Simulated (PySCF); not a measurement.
**Atomic charges by several schemes**

Species: cyclopropanol, C₃H₆O.
Structure used (GFN2-xTB), in Å, numbered top down from 1:
```
atom  x, y, z in Å
O1     1.7845   -0.2395    0.0652
C2     0.4851   -0.1552    0.5495
C3    -0.4986    0.8337    0.0038
C4    -0.6867   -0.6413   -0.2471
H5     1.7745   -0.0742   -0.8843
H6     0.5007   -0.3387    1.6156
H7    -0.1927    1.4490   -0.8298
H8    -1.1659    1.3329    0.6882
H9    -0.5072   -1.0064   -1.2481
H10   -1.4847   -1.1555    0.2645
```

Density: PBE0/pcSseg-1 (PySCF); schemes: Mulliken, IAO, Hirshfeld and ESP-fitted. Isolated species at its GFN2-xTB geometry (one conformer only).

Task: At which atom do the 4 schemes differ most?

Result: At O1: from -0.615 (ESP-fitted) to -0.226 e (Hirshfeld), 0.389 e apart.

Task: Do the Mulliken, IAO, Hirshfeld and ESP-fitted schemes agree on where the charge is highest?

Result: All schemes agree: Mulliken H5 (+0.222); IAO H5 (+0.345); Hirshfeld H5 (+0.166); ESP-fitted H5 (+0.450).

Task: For which atoms does the sign change between the 4 schemes (beyond +0.03 e in one, beyond −0.03 e in another)?

Result: For none.

Task: Give the atomic charges in each scheme.

Result: In e:

```
atom                 environment  Mulliken     IAO  Hirshfeld  ESP-fitted
  O1              alcohol oxygen    -0.412  -0.524     -0.226      -0.615
  C2      carbinol carbon (C–OH)    +0.049  +0.082     +0.029      +0.106
  C3  three-membered-ring carbon    -0.246  -0.327     -0.104      -0.347
  C4  three-membered-ring carbon    -0.247  -0.327     -0.104      -0.354
  H5           hydroxyl hydrogen    +0.222  +0.345     +0.166      +0.450
  H6            methine hydrogen    +0.122  +0.156     +0.054      +0.166
  H7          methylene hydrogen    +0.126  +0.145     +0.045      +0.150
  H8          methylene hydrogen    +0.131  +0.152     +0.048      +0.145
  H9          methylene hydrogen    +0.126  +0.146     +0.045      +0.150
 H10          methylene hydrogen    +0.131  +0.152     +0.048      +0.148
```

Mean size of the charges over all atoms: ESP-fitted 0.263 e, IAO 0.236 e, Mulliken 0.181 e, Hirshfeld 0.087 e. Each set sums to the total charge, 0, to within 0.001 e. The Mulliken scheme counts on each atom the diagonal of the density matrix times the overlap matrix over that atom's basis functions. The Hirshfeld scheme divides the density at each point in proportion to the densities of the neutral, spherically averaged free atoms.

Task: Sum the charges by element, for elements with more than one atom.

Result: 
| element | atoms | Mulliken | IAO | Hirshfeld | ESP-fitted |
| --- | --- | --- | --- | --- | --- |
| C | 3 | -0.444 | -0.572 | -0.180 | -0.595 |
| H | 6 | +0.857 | +1.096 | +0.406 | +1.210 |

Task: How many electrons does the Mulliken scheme count on C4?

Result: Z − q = 6 − (-0.247) = 6.247.

Task: How closely do the schemes follow one another over all atoms?

Result: Correlation coefficient and root-mean-square difference: Mulliken with IAO 1.00, 0.067 e; IAO with ESP-fitted 1.00, 0.046 e; Hirshfeld with ESP-fitted 1.00, 0.203 e; Mulliken with ESP-fitted 0.99, 0.110 e; IAO with Hirshfeld 0.99, 0.166 e; Mulliken with Hirshfeld 0.98, 0.105 e.
